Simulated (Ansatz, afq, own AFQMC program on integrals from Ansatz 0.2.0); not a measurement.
## Where AFQMC and coupled cluster stand for GeH⁺, singlet

```yaml
atoms:
  - { symbol: Ge, position_ang: [0.0000, 0.0000, 0.0000] }
  - { symbol: H, position_ang: [0.0000, 0.0000, 1.5886] }
```

Basis cc-pVTZ. Noble-gas cores (and the filled d shells of Ga–Kr and In–Xe) are frozen. AFQMC by an in-house program on the Cholesky factors that Ansatz 0.2.0 writes for its CCSD(T) run. The CISD trial takes its coefficients from CCSD amplitudes. Released means that phaseless walkers are propagated on without the constraint, phases kept. Free projection: walkers drawn from exp(T), propagated without any constraint. Its projection time is finite, and what remains of the start isn't in its error. Error bars are statistical, one sigma. No spin–orbit coupling.

Determinant: RHF, the one that the program's search chose, which needn't be the lowest solution. The geometry is a point of a scan.

No full CI on the walks' own integrals is used here; CCSDT(Q) serves as the reference and is uncertain by about the last step of the cluster series.

Cautions: no relativity below Rb; no spin-orbit coupling; inner d shell frozen; the released energies are still falling, so no released level is given (meV from the phaseless value at times in 1/Eh: -1 ± 4 at 0.24, -4 ± 3 at 0.50, -6 ± 3 at 1.00, -8 ± 3 at 1.50), though the last usable value meets CCSDT(Q) within the noise.

```
T1 diagnostic                               : 0.0104
weight of the determinant in the CISD state : 0.931
size of the correlated space                : 4 electrons in 43 orbitals
```

```
  level  correlation energy (eV)
    MP2                  -1.7710
   CCSD                  -2.3125
CCSD(T)                  -2.3492
```

(1) Estimate where phaseless AFQMC with the Hartree–Fock trial lies against CCSD(T) on the same integrals.

(1) 0.6 ± 2.6 kJ/mol above CCSD(T). The gap is under twice the noise, so this walk alone can't tell the two apart.

Reference: CCSDT(Q), correlation energy -2.359 eV.

```json
{"level": "CCSD(T)", "E − E(reference) (kJ/mol)": "0.9", "share of correlation (%)": "99.59"}
{"level": "CCSDT", "E − E(reference) (kJ/mol)": "0.1", "share of correlation (%)": "99.95"}
{"level": "ph-AFQMC/HF", "E − E(reference) (kJ/mol)": "1.6 ± 2.6", "share of correlation (%)": "99.31"}
{"level": "ph-AFQMC/CISD", "E − E(reference) (kJ/mol)": "0.9 ± 0.2", "share of correlation (%)": "99.61"}
{"level": "free AFQMC", "E − E(reference) (kJ/mol)": "-0.4 ± 0.5", "share of correlation (%)": "100.18"}
```

Free projections are given only where their last times agree within the noise and don't stop above the reference; a slow remainder of the start can still hide under it. A walk keeps the symmetry of its determinant, which the program's search chose and which needn't be the lowest solution, so a lower state of the same spin and another symmetry isn't excluded.
